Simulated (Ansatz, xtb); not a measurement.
# Relative energy of two isomers of C3H5FS2

Structure X: `CSC(=S)CF`, a singlet. Structure Y: `F[C@@H]1CSCS1`, a singlet. Both are isolated molecules in the gas phase, relaxed with B3LYP/def2-SVP, each in the lowest conformer that the search found.

Quicker runs give these differences E(Y) − E(X): GFN2-xTB −8.8 kcal/mol; HF/STO-3G −42.2 kcal/mol (at GFN2-xTB geometries); r2SCAN-D4/def2-SVP −2.3 kcal/mol (at GFN2-xTB geometries).

Estimate E(Y) − E(X) at the level CCSD(T)/def2-SVP + ΔMP2/def2-TZVPP.

Calculated at CCSD(T)/def2-SVP + ΔMP2/def2-TZVPP: E(Y) − E(X) = −7.2 kcal/mol, so structure Y lies lower.

Level by level:

```
                             level        geometry  E(Y) − E(X) (kcal/mol)  departure from the last row (kcal/mol)  job, with rough time for the two
                          GFN2-xTB        GFN2-xTB                      −8.8                                    −1.7              optimisation, 0.48 s
                         HF/STO-3G        GFN2-xTB                     −42.2                                   −35.0              single point, 0.83 s
                r2SCAN-D4/def2-SVP        GFN2-xTB                      −2.3                                    +4.9               single point, 4.2 s
                    B3LYP/def2-SVP  B3LYP/def2-SVP                      −1.7                                    +5.4                optimisation, 50 s
                       HF/def2-SVP  B3LYP/def2-SVP                      −5.2                                    +1.9           part of the CCSD(T) run
                      MP2/def2-SVP  B3LYP/def2-SVP                      −3.9                                    +3.3           part of the CCSD(T) run
                  CCSD(T)/def2-SVP  B3LYP/def2-SVP                      −3.8                                    +3.4                      single point
CCSD(T)/def2-SVP + ΔMP2/def2-TZVPP  B3LYP/def2-SVP                      −7.2                                                        single point, 52 s
```

As drawn, Y has 2 C–S in place of 1 C=S. Structure X has no ring, Y a 5-membered ring.

None of the levels shown reverses the order. The largest departure from CCSD(T)/def2-SVP + ΔMP2/def2-TZVPP is that of HF/STO-3G, 35.0 kcal/mol. The last row adds to CCSD(T) the change of the MP2 difference between the two basis sets, here −3.4 kcal/mol, a large step that makes the value less sure.

With thermal terms from frequencies at re-optimised GFN2-xTB minima (ideal gas, soft modes damped towards free rotors, one conformer each, 298.15 K, 1 atm): the zero-point term adds +1.1 kcal/mol; ΔH is −6.9 and ΔG −4.7 kcal/mol.

The correlated steps freeze 14 core orbitals. Mirror images aren't counted in ΔG. Programs: Ansatz 0.2.0, xtb 6.7.1; the last row on 2 threads of Intel(R) Xeon(R) Processor on a shared host.
